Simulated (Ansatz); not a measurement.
Reaction: H4BNO2 (aminoboronic acid, SMILES B(O)(N)O) → H3BNO (SMILES N[B]O, doublet) + HO (SMILES [OH], doublet) (the B-O bond breaks)
Each species at its own B3LYP-D3(BJ)/def2-TZVP minimum (Ansatz, a program for electronic structure), one conformer.

Total energies in hartree (Ansatz). UHF or UKS for unpaired electrons; spin-orbit terms are left out. Cores are frozen in correlated methods. No relativity.

```tsv
species	HF/cc-pVTZ	CCSD(T)/cc-pVTZ	HF/cc-pVQZ	CCSD(T)/cc-pVQZ	CCSD(T)/cc-pVDZ	CCSDT(Q)/cc-pVDZ
1: H4BNO2 (aminoboronic acid, SMILES NB(O)O)	-231.44137	-232.27873	-231.46019	-232.35434	-232.02433	-232.02652
2: H3BNO (SMILES N[B]O, doublet)	-155.83900	-156.40451	-155.85144	-156.45392	-156.23740	-156.23915
3: HO (SMILES [OH], doublet)	-75.41896	-75.63769	-75.42557	-75.66159	-75.55935	-75.55979
```

### Question
Work out the bond dissociation energy (electronic) in kcal/mol: take Hartree-Fock from cc-pVQZ, extrapolate the CCSD(T) correlation energy as X^-3 (X = 3, 4), and add CCSDT(Q) - CCSD(T) in cc-pVDZ. 1 hartree = 627.51 kcal/mol.

### Answer

Species 1: correlation (64·(-0.89415) - 27·(-0.83736))/37 = -0.93559; step -0.00219; E1 = -231.46019 + (-0.93559) + (-0.00219) = -232.39797
Species 2: correlation (64·(-0.60248) - 27·(-0.56551))/37 = -0.62946; step -0.00175; E2 = -155.85144 + (-0.62946) + (-0.00175) = -156.48265
Species 3: correlation (64·(-0.23602) - 27·(-0.21873))/37 = -0.24864; step -0.00044; E3 = -75.42557 + (-0.24864) + (-0.00044) = -75.67465
-1·E1 +1·E2 +1·E3 = 0.24067 hartree = 151.0 kcal/mol.
